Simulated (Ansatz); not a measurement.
**Si–AsH$_{2}$, quartet: reading a ladder of total energies**

Geometry: displaced at random from a stationary point.

```xyz
4

Si    0.1571   -0.0050    1.7690
As   -0.0876    0.0034   -0.6390
H     1.0235    1.0651   -0.9054
H     1.1066   -1.1784   -0.8872
```

Basis cc-pVDZ; Ansatz 0.2.0. Only valence electrons are correlated (noble-gas cores and the filled d shells of p-block atoms frozen), which leaves 11 electrons in 36 orbitals. Prefix R: restricted or restricted open-shell reference; prefix U: unrestricted. No spin–orbit coupling is included, and no scalar relativity.

Full CI isn't at hand for all of this; UCCSDT(Q) serves as the reference, and is uncertain by the last step of the cluster series or more.

UCCSD has a T1 diagnostic of 0.029 and a largest doubles amplitude of 0.06.

Runs differ by some tens of microhartree through their thresholds and, for an open shell, their frozen cores, so steps under 0.03 kcal/mol mean nothing.

```tsv
level	total energy (hartree)
UHF	-2524.160333
UMP2	-2524.320877
UCCSD	-2524.358833
UCCSD(T)	-2524.365552
UCCSDT	-2524.366870
UCCSDT(Q)	-2524.367302
```

Q: What is the correlation energy at UCCSDT(Q), and what share of it do UMP2 and UCCSD(T) recover?

A: E(corr) = -2524.367302 − (-2524.160333) = -0.206969 hartree = -5.632 eV. UMP2: -0.160544 / -0.206969 = 77.57 %. UCCSD(T): -0.205219 / -0.206969 = 99.15 %.

Q: By how many kcal/mol does UCCSD(T) miss UCCSDT(Q) (1 hartree = 627.509 kcal/mol), and which steps make up the rest?

A: -2524.365552 − (-2524.367302) = 0.001750 hartree = 1.10 kcal/mol. Steps: UCCSDT − UCCSD(T) = -0.83, UCCSDT(Q) − UCCSDT = -0.27 kcal/mol. Differences between like states or geometries often cancel part of this.
